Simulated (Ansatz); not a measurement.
```xyz
12

C    -1.324   -0.424   -0.040
C     0.066    0.126   -0.202
C     1.095   -0.443    0.735
C     0.294    1.378   -0.886
N     0.526    0.405   -1.633
H    -1.717   -0.206    0.958
H    -2.007    0.001   -0.777
H    -1.323   -1.512   -0.162
H     0.838   -0.225    1.776
H     2.085   -0.031    0.534
H     1.149   -1.531    0.630
H     0.318    2.462   -0.934
```

Total charge 0; spin multiplicity 1.

Question: List the r2SCAN/def2-TZVPP orbital energies in eV (Ansatz). (Best estimate.)

Answer: Computed: Occupied: -385.64, -274.41, -274.36, -272.84, -272.84, -26.20, -19.84, -18.08, -15.16, -14.44, -11.92, -11.50, -11.04, -10.00, -9.77, -9.14, -8.75, -7.40, -6.25. Lowest empty: -1.37, 1.48, 1.83, 2.62, 2.92, 2.96, 3.22, 3.61.
